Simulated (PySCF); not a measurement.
# Working out the electron affinity of Al

Al⁻ [Ne] 3s2 3p2 (3P) → Al [Ne] 3s2 3p1 (2P). Computed with PySCF 2.14 in dyall-acv3z, with no relativity, point nucleus. Frozen: [Ne]; the 23 highest virtual orbitals dropped. Energies in hartree (1 hartree = 27.21139 eV):

```tsv
part	Al⁻ (lower)	Al (upper)
UHF	-241.881100	-241.880619
CCSD correlation	-0.065088	-0.051867
(T)	-0.003149	-0.001240
```

Task: What does Hartree-Fock give?

Result: (-241.880619) − (-241.881100) = 0.000481 hartree = 0.013 eV.

Task: What do CCSD and CCSD(T) give?

Result: The CCSD correlation energies differ by 0.013221 hartree = 0.360 eV and the triples by 0.001909 hartree = 0.052 eV, so CCSD gives 0.373 eV and CCSD(T) 0.425 eV.

A first-order spin-orbit estimate adds -0.003 eV to CCSD(T) (valence), giving 0.422 eV against 0.433 eV (measured; photodetachment measurements, as compiled on the Wikipedia data page of electron affinities).

What remains against the reference includes basis incompleteness, the frozen core and higher excitations.
